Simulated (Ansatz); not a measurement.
# BNH (quartet): the correlation ladder at distance B1–H3 = 1.206 Å, cc-pVDZ

How much of the correlation energy of BNH (quartet) does each wave-function method recover here?

The runs use Ansatz 0.2.0, Gaussian basis; cc-pVDZ, core rule «outside noble gas», up to 2 orbitals frozen.

To be run: UHF; CCSD(T) on ROHF; CCSD(T) on UHF; BCCD(T) on ROHF; CISD; CCSDT(Q) on ROHF; CCSDT(Q) on UHF; CASSCF and MRCISD+Q, 5 electrons in 5 orbitals; CASSCF and NEVPT2, 5 electrons in 5 orbitals; CASSCF and MRCISD+Q, 9 electrons in 9 orbitals; CASSCF and NEVPT2, 9 electrons in 9 orbitals.

19 further runs of the same task are left out: 2 for a known fault of the program, 1 for a mislabelled method, 14 that didn't finish, 2 set aside as unsound or not needed.

## Step 1: The system

The geometry derives from a PBE0/def2-TZVP stationary point (not a proven minimum). One bond is set to the value named and the two fragments are kept rigid.

3 atoms, charge 0, spin multiplicity 4.

Atoms are counted from 1 here; the program's logs count them from 0.

Bond lengths: B1–N2 1.503 Å, B1–H3 1.206 Å. Angles: N2–B1–H3 117.0°.

Coordinates:

```xyz
3
charge 0, multiplicity 4
B     0.00000   -0.18523    0.77297
N     0.00000    0.08743   -0.70502
H     0.00000    0.77181    1.50645
```

## Step 2: UHF

The input, in.yaml:

```yaml
crystal:
  periodic: [false, false, false]
  atoms:
    - {symbol: B, position_ang: [0.000000, -0.185227, 0.772970]}
    - {symbol: N, position_ang: [0.000000, 0.087426, -0.705019]}
    - {symbol: H, position_ang: [0.000000, 0.771807, 1.506451]}
basis:
  gaussian: {orbitals: cc-pVDZ}
magnetization: {spin_polarized: true, initial_magnetization: 3}
hamiltonian: {xc: hf}
output: {orbitals: {seedname: orbitals}}
```

On the command line:

```console
$ ansatz run in.yaml --threads 1 --pin off --events-out ev --progress --plain --max-ram 2393MiB
```

The runs that follow: CCSD(T) on ROHF; CCSD(T) on UHF; BCCD(T) on ROHF; CISD; CCSDT(Q) on ROHF; CCSDT(Q) on UHF; CASSCF and MRCISD+Q, 5 electrons in 5 orbitals; CASSCF and NEVPT2, 5 electrons in 5 orbitals; CASSCF and MRCISD+Q, 9 electrons in 9 orbitals; CASSCF and NEVPT2, 9 electrons in 9 orbitals.

Before running them: what should the planned runs give, taken together? Wanted: UCCSDT(Q) below the RHF energy; RMP2 from UCCSDT(Q); UMP2 from UCCSDT(Q); RCCSD from UCCSDT(Q); RCCSD(T) from UCCSDT(Q); UCCSD(T) from UCCSDT(Q); RCCSDT(Q) from UCCSDT(Q); NEVPT2 pair from UCCSDT(Q); MRCISD+Q pair from UCCSDT(Q).

As calculated:

| quantity | value |
| --- | --- |
| UCCSDT(Q) below the RHF energy | -5.2071 eV |
| RMP2 from UCCSDT(Q) | +970.2 meV |
| UMP2 from UCCSDT(Q) | +979.7 meV |
| RCCSD from UCCSDT(Q) | +139.0 meV |
| RCCSD(T) from UCCSDT(Q) | +31.9 meV |
| UCCSD(T) from UCCSDT(Q) | +30.7 meV |
| RCCSDT(Q) from UCCSDT(Q) | +1.8 meV |
| NEVPT2 pair from UCCSDT(Q) | +964.1 meV |
| MRCISD+Q pair from UCCSDT(Q) | +24.1 meV |
| NEVPT2 valence from UCCSDT(Q) | +808.2 meV |
| levels within 1 kcal/mol (43 meV) | RCCSD(T), UCCSD(T), BCCD(T), RCCSDT, UCCSDT, RCCSDT(Q), MRCISD+Q pair, MRCISD+Q valence |
| T1 diagnostic | 0.024 |
| effectively unpaired electrons | 3.01 |

**Reading.** RCCSD(T) misses by +31.9 meV, 0.6 % of the correlation energy. One determinant dominates. Of the multireference levels listed MRCISD+Q valence comes nearest in total energy (+18.8 meV), which doesn't show that its space is the better one. These misses are within one basis, not against nature; the frozen cores of restricted and unrestricted runs differ, which can shift their rows.
